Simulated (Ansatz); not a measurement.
# Structure relaxation of Tl₂Ru

These are results of DFT PBE, scalar-relativistic, plane waves, PAW in Ansatz, not measurements.

The start puts Tl₂Ru on the cadmium chloride structure type (R-3m, No. 166), with Ru in place of Cd, Tl in place of Cl, at a guessed volume.

Input of the last, converged step (default PAW datasets):

```yaml
crystal:
  lattice:
    - [1.6754300583, 0.9673099951, 6.9020957224]
    - [-1.6754300583, 0.9673099951, 6.9020957224]
    - [0.0, -1.9346199903, 6.9020957224]
  atoms:
    - { symbol: Tl, position: [0.7656842444, 0.7656842444, 0.7656842444] }
    - { symbol: Tl, position: [0.2343157556, 0.2343157556, 0.2343157556] }
    - { symbol: Ru, position: [0.0, 0.0, 0.0] }
basis:
  ecutwfc: 420
kpoints:
  mp_grid: { grid: [18, 18, 18] }
hamiltonian:
  xc: pbe
scf:
  occupations: { method: gaussian, width: 0.1 }
output:
  forces: true
  stress: true
  eigenvalues: true
relax:
  adjacent_minimum: "off"
  f_tol: 0.01
  max_steps: 80
  cell: { stress_tol: 0.05 }
```

Launched as:

```bash
ansatz run input.yaml --threads 1 --pin off --max-ram 2560MiB --backend cpu --events-out ev --progress --plain --runs-dir out
```

The run took 3.5 min on 1 thread of Arm Neoverse V2 (shared host), peak memory 0.94 GiB.

End of the output:

```
SCF converged after 6 iterations
Free energy (F): -28765.125933 eV
Harris-Foulkes:  -28765.125933 eV  (|F-HF|=0.00e0)
Internal energy: -28765.110125 eV  (E = F + TS)
E sigma→0 (E₀):  -28765.118029 eV
Entropy (-TS):   -0.015808 eV (-5.269 meV/atom)
Fermi energy:    13.387059 eV
--- Per-component energies (eV) ---
  E_band       = -97.550249
  E_kinetic    = 1187.301966
  E_local      = -3636.026328  (includes V_loc(G=0)·N_el)
  E_nonlocal   = 981.598984
  E_hartree    = 1333.307017
  E_xc         = -649.683249
  E_vxc        = -520.867070  (∫ρ·V_xc dr)
  E_paw        = -23795.019023  (= ΣΔE_a)
  E_vpaw       = -776.171790  (= ΣTr[D̂ρ^β])
  E_aug_tail   = -0.000100  (compensation charges beyond the density's cutoff)
  E_ewald      = -4186.589392
  E_smearing   = -0.015808  (= −TS)
  E_closure    = 0.000000  (closes the sum)
  Σ components = -28765.125933   (vs F -28765.125933, Δ=0.00e0)
--- Forces (eV/Å), atoms counted from 1 ---
  atom   1  Tl     0.00000000     0.00000000    -0.00129437
  atom   2  Tl     0.00000000     0.00000000     0.00129437
  atom   3  Ru     0.00000000     0.00000000     0.00000000
  max |Σ_I F_I| component: 1.04e-17 eV/Å
--- Stress (GPa, compression-positive) ---
       -0.007496       0.000000       0.000000
        0.000000      -0.007496       0.000000
        0.000000       0.000000       0.044213
  P = ⅓ Tr σ = 0.0097 GPa (0.097 kbar)
--- Relaxed structure (4 steps of the walk, 4 accepted, 1 SCFs on fresh bases) ---
  F+E_penalty+E_count = -28765.12593284 eV   max|allowed force component| = 1.294e-3 eV/Å   (the final SCF, on the basis selected at the relaxed cell)
  cell:  # Å, volume = 67.3072 Å³
    - [1.670752, 0.964609, 6.960607]
    - [-1.670752, 0.964609, 6.960607]
    - [0.000000, -1.929218, 6.960607]
  atoms:
    - { symbol: Tl, position: [0.765326, 0.765326, 0.765326] }
    - { symbol: Tl, position: [0.234674, 0.234674, 0.234674] }
    - { symbol: Ru, position: [0.000000, 0.000000, 0.000000] }
```

Total energies depend on the potentials used, so only differences within one code and one set of settings carry meaning.

The result has space group R-3m (No. 166). Around Tl lie 3 Ru at 2.82 Å and 9 Tl at 3.34–3.43 Å; around Ru lie 6 Tl at 2.82 Å and 6 Ru at 3.34 Å.

Against the elements it lies at 0.62 eV/atom. The zero of energy is the elements' standard structures at the same level; no fitted shifts are applied.

The k mesh leaves about 4 meV/atom of noise in metals. Spin–orbit coupling is left out.

Symmetry constrained the relaxation, so the result can be a saddle point.